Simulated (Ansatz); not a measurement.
1T (CdI2-type) CdI2 was calculated with PBE0-D4 (PAW; Ansatz, a first-principles code).

Run with plane-wave cutoff 520 eV, 6×6×4 k mesh (along the axes of the cell as run), finite displacements, scalar-relativistic PAW data made under PBE.

Computed at the level's own relaxed cell.

Space group P-3m1 (No. 164); a = 4.2168 Å, b = 4.2168 Å, c = 6.7919 Å, α = 90.00°, β = 90.00°, γ = 120.00°

| atom | site | symmetry | x | y | z |
|---|---|---|---|---|---|
| Cd | 1a | -3m. | 0.0000 | 0.0000 | 0.0000 |
| I | 2d | 3m. | 0.3333 | 0.6667 | 0.2519 |

Harmonic phonon frequencies (cm⁻¹; i marks an imaginary mode; at Γ without the LO shift):

| q point | frequencies |
|---|---|
| Γ | 0 0 0 59 59 86 86 115 137 |
| M | 41 44 54 72 81 102 110 113 139 |
| A | 18 18 33 52 52 88 88 108 154 |

No imaginary mode appears at these points.

Note: the dispersion coefficients are held fixed in the derivatives.
